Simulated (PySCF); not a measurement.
Li₂: frontier orbitals

BLYP at R = 2.785 Å; basis Li def2-SVPD; no relativity; PySCF 2.14. State: ¹Σg⁺ (singlet), closed shell. Only the outer orbitals are listed.

```json
{"orbital": "σg", "occ.": "2", "ε (eV)": "-51.09", "main shells (%)": "100 s"}
{"orbital": "σu", "occ.": "2", "ε (eV)": "-51.08", "main shells (%)": "100 s"}
{"orbital": "σg", "occ.": "2", "ε (eV)": "-3.01", "main shells (%)": "94 s"}
{"orbital": "σu", "occ.": "0", "ε (eV)": "-1.69", "main shells (%)": "63 s, 37 p"}
{"orbital": "πu", "occ.": "0", "ε (eV)": "-1.14", "main shells (%)": "100 p"}
{"orbital": "πu", "occ.": "0", "ε (eV)": "-1.14", "main shells (%)": "100 p"}
```

Q: Which are the highest filled and the lowest empty level, where do they sit, and how wide is the gap?

A: Highest filled σg at -3.01 eV (in %: 94 s); lowest empty σu at -1.69 eV (in %: 63 s, 37 p); the gap at BLYP is 1.32 eV.

| Property | Result |
| --- | --- |
| bond order (Mayer) | 1.00 |
| ⟨S²⟩ | 0.000 |

Closed-shell solutions of metal pairs were not tested for spin polarisation, which can lower them a little.
